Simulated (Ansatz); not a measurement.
```yaml
crystal:
  periodic: [false, false, false]
  atoms:
    - {symbol: Ge, position_ang: [-1.277697, -0.335758, -0.003462]}
    - {symbol: P, position_ang: [0.581503, 0.950562, 0.008431]}
    - {symbol: P, position_ang: [2.311649, -0.192327, -0.000610]}
    - {symbol: H, position_ang: [3.174893, 0.896907, 0.009140]}
basis:
  gaussian: {orbitals: def2-TZVP}
magnetization: {spin_polarized: true, initial_magnetization: 3}
hamiltonian: {xc: pbe0}
relax: {f_tol: 0.004, max_steps: 80}
```

```sh
$ ansatz run in.yaml --threads 1 --pin off --events-out ev --progress --plain --max-ram 2176MiB
```

Steps of the relaxation (energy above the last step; positions in Å, forces in eV/Å):

```
4
step 1, 20.7 meV
Ge   -1.278   -0.336   -0.003   -0.196   -0.137   -0.001
P     0.582    0.951    0.008    0.412    0.012    0.000
P     2.312   -0.192   -0.001   -0.706   -0.525   -0.005
H     3.175    0.897    0.009    0.490    0.650    0.006
```

```
4
step 2, 3.4 meV
Ge   -1.284   -0.338   -0.003   -0.090   -0.054   -0.001
P     0.593    0.950    0.008    0.154    0.003    0.000
P     2.303   -0.201   -0.001   -0.258   -0.196   -0.002
H     3.178    0.908    0.009    0.193    0.247    0.002
```

```
4
step 3, 0.0 meV
Ge   -1.298   -0.338   -0.003   -0.002   -0.001    0.000
P     0.597    0.944    0.008    0.012    0.000    0.000
P     2.303   -0.203   -0.001   -0.006   -0.005    0.000
H     3.189    0.916    0.009   -0.004    0.006    0.000
```

```
4
step 5, 0.0 meV
Ge   -1.299   -0.337   -0.003    0.001    0.000    0.000
P     0.600    0.942    0.008   -0.001    0.000    0.000
P     2.304   -0.205   -0.001    0.000   -0.001    0.000
H     3.185    0.919    0.009    0.000    0.001    0.000
```

Close pairs at the end: P3–H4 1.427 Å, P2–P3 2.054 Å, Ge1–P2 2.289 Å.

A stationary point of unrestricted PBE0 after 5 steps, with ⟨S²⟩ = 3.783 against 3.75 for a pure state; no frequencies were run, so it isn't proven a minimum. 99 s on 1 thread of Arm Neoverse N1, shared host.
